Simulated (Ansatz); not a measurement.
Results of r²SCAN-D4 (Ansatz, an electronic-structure program, plane waves, PAW) for fluorite CdF2.

Run with plane-wave cutoff 500 eV, 10×10×10 k mesh, gaussian smearing 0.02 eV, scalar-relativistic PAW data made under PBE.

Computed at the level's own relaxed cell.

Question: Estimate the volume per atom, lattice parameter a and band gap that the calculation returns.

Answer: 
* **volume per atom**: 12.95 Å³/atom
* **lattice parameter a**: 5.376 Å
* **band gap**: 3.83 eV (on the SCF k mesh)

Measured, for comparison: band gap 7.8 eV (temperature not stated, not corrected to a static lattice, indirect W–Γ; as tabulated in Cappellini et al. (2013), arXiv:1302.2571); lattice constant a 5.388 Å (temperature not stated, copied from a table, unchecked, not corrected to a static lattice; as tabulated in Crystal Structures 1, 239 (1963)). Computed (rounded) less measured: lattice constant a not scored (unchecked).

Spin–orbit coupling is not included.

The computed numbers hold no vibrational or temperature effects.

Cost on a shared machine: roughly 19 core-seconds.
